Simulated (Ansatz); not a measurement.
**bcc Ni (model structure)**

Method: LDA (Ansatz, a program for electronic structure, plane waves, PAW).

Numerical settings: plane-wave cutoff 500 eV, 36×36×36 k mesh, Fermi–Dirac smearing 0.1 eV, spin-polarised with parallel moments, scalar-relativistic PAW data made under PBE.

Cell (relaxed at this level):

```
CELL_PARAMETERS angstrom
     -1.36085     1.36085     1.36085
      1.36085    -1.36085     1.36085
      1.36085     1.36085    -1.36085
ATOMIC_POSITIONS crystal
  Ni 0.00000 0.00000 0.00000
```

```json
{
  "band_gap": "zero (no gap)"
}
```

Note: a magnet's gap depends somewhat on the PAW data; the magnetic order was assumed, not searched for or taken from measurement; the moments ended far under their starting size, a low-moment state that need not be the lowest; the relaxation could raise the start's symmetry but not lower it, so the cell can be a saddle point.

Static lattice: no zero-point or thermal effects.

A model structure was made by putting elements into a prototype or built by hand; it is no filed structure, need not be a known phase, and can be a saddle point held by its symmetry.
